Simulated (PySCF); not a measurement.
Work out the structure from these simulated measurements.

Formula: C3H7FO.

* Dipole: 1.59 D [PBE0/def2-SVPD]
* Triplet: lowest triplet excitation (Tamm–Dancoff): 7.74 eV [TDA PBE0/def2-SVPD]
* 1H NMR: chemical shifts (computed TMS as zero) by class: 5.46 (1 H), 3.73 (3 H), 1.41 (3 H) ppm [GIAO PBE0/pcSseg-1]
* 13C NMR: chemical shifts (computed TMS as zero) by class: 115.9 (1 C), 58.2 (1 C), 24.1 (1 C) ppm [GIAO PBE0/pcSseg-1]
* NMR, other nuclei: isotropic shieldings of nuclei other than C and H, by class: 252 (1 O), 323 (1 F) ppm [GIAO PBE0/pcSseg-1]
* Polarisability: 44.9 au [PBE0/def2-SVPD]
* UV, first state: lowest singlet excitation: 7.95 eV (156 nm, f = 0.021) [TDDFT PBE0/def2-SVPD]
* UV, strongest line: among the 6 lowest singlet transitions: S4 at 8.99 eV (138 nm, f = 0.060) [TDDFT PBE0/def2-SVPD]
* Rotational structure: rotational constants A, B, C: 8.634, 3.929, 2.954 GHz [GFN2-xTB]

Electronic properties: PySCF, gas phase, density fitting. Levels stand in brackets. NMR shifts are as computed; neighbouring signals can stand in another order in a measured spectrum. One conformer (not necessarily the lowest) at the GFN2-xTB geometry, without solvent, vibrations or thermal averaging. Each NMR value is the plain mean over a class of atoms that symmetry, rotation or inversion makes alike.

Q: What is the compound? Reason from the data.

A: Numbering: `[CH3:1][O:2][C@H:3]([CH3:4])[F:5]`. Its formula, C3H7FO, gives 0 degrees of unsaturation, so no ring and no π bond. 3 carbons fall into 3 classes; from least to most shielded: sp3 C–F carbon [C3] (115.9 ppm), methoxy carbon [C1] (58.2 ppm), methyl carbon [C4] (24.1 ppm). Hydrogen classes from least to most shielded: 1 H on an sp3 C–F carbon, C3 (5.46 ppm), 3 H on a methoxy carbon, C1 (3.73 ppm, a mean of values up to 0.8 ppm apart in this geometry), 3 H on a methyl carbon, C4 (1.41 ppm). The other shieldings belong to: 252 ppm, ether oxygen [O2]; 323 ppm, alkyl fluorine [F5]. The optimised geometry has point group C1 and is an asymmetric top. Structure: `CO[C@H](C)F`. Computed isomers that give other values at the same levels: `OCCCF` (13C chemical shifts (computed TMS as zero) by class: 85.7 (1 C), 63.1 (1 C), 40.0 (1 C) ppm). The assignments are read from this structure; whether some other isomer fits the data as well wasn't checked. The mirror image fits equally.

Shape of the structure used: `[CH3:1][O:2][C@H:3]([CH3:4])[F:5]`: C1–O2–C3–C4 -174°.
